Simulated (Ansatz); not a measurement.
Geometry optimisation, RKS PBE0-D4/def2-SVP in Ansatz 0.2.0.

Input file:

```yaml
crystal:
  periodic: [false, false, false]
  atoms:
    - { symbol: Al, position_ang: [0.0, 0.0, 0.0] }
    - { symbol: Cl, position_ang: [0.0, 0.0, 2.58] }
    - { symbol: H, position_ang: [1.351, 0.0, -0.78] }
    - { symbol: H, position_ang: [-1.351, 0.0, -0.78] }
    - { symbol: P, position_ang: [0.1078, -2.446, 0.8135] }
    - { symbol: H, position_ang: [-0.6605, -3.268, -0.0528] }
    - { symbol: H, position_ang: [1.4574, -2.8876, 0.8103] }
    - { symbol: H, position_ang: [0.0643, -1.4594, 2.0809] }
basis:
  gaussian: { orbitals: def2-SVP }
hamiltonian:
  xc: pbe0
  dispersion: d4
relax:
  f_tol: 0.15
  max_steps: 25
  restrain:
    - { distance: [0, 4], at: 3.48, k: 30.0 }
    - { distance: [7, 1], at: 2.57, k: 30.0 }
    - { distance: [0, 1], at: 2.23, k: 30.0 }
    - { distance: [7, 4], at: 1.42, k: 30.0 }
```

Command:

```bash
$ ansatz run input.yaml --threads 1 --pin off --max-ram 2048MiB --backend cpu --events-out ev --progress --plain --runs-dir out
```

Problem. Where does it end, and by what steps?

Solution. It converged. The restraints hold the end off the free minimum; the threshold counts their pulls, which the force column leaves out. Restrained pairs: Al1–P5 (2.58 → 3.48 Å), Cl2–H8 (1.54 → 2.58 Å), Al1–Cl2 (2.58 → 2.20 Å), P5–H8 (1.61 → 1.43 Å). After 8 steps the energy has fallen by 1.696 eV (the restraints' own energy left out); P5 moved furthest, 0.84 Å.

```json
{"step": "0", "energy less start (eV)": "0.0000", "largest force component (eV/Å)": "2.175", "accepted": "yes"}
{"step": "1", "energy less start (eV)": "0.2095", "largest force component (eV/Å)": "2.193", "accepted": "yes"}
{"step": "2", "energy less start (eV)": "0.1631", "largest force component (eV/Å)": "1.977", "accepted": "yes"}
{"step": "3", "energy less start (eV)": "-0.2264", "largest force component (eV/Å)": "1.675", "accepted": "yes"}
{"step": "4", "energy less start (eV)": "-1.0489", "largest force component (eV/Å)": "1.492", "accepted": "yes"}
{"step": "5", "energy less start (eV)": "-1.6560", "largest force component (eV/Å)": "0.976", "accepted": "yes"}
{"step": "6", "energy less start (eV)": "-1.6459", "largest force component (eV/Å)": "1.270", "accepted": "no"}
{"step": "7", "energy less start (eV)": "-1.6914", "largest force component (eV/Å)": "0.949", "accepted": "yes"}
{"step": "8", "energy less start (eV)": "-1.6964", "largest force component (eV/Å)": "1.019", "accepted": "yes"}
```

```xyz
8
Properties=species:S:1:pos:R:3
Al 0.026 0.100 0.090
Cl -0.074 0.601 2.227
H 1.457 0.092 -0.573
H -1.356 -0.064 -0.655
P 0.200 -3.196 1.178
H -0.657 -2.893 0.072
H 1.385 -2.759 0.508
H -0.012 -1.943 1.827
```

Time of the run: 25 s on 1 thread of Arm Neoverse V2, with other jobs on the host, peak memory 0.15 GiB.
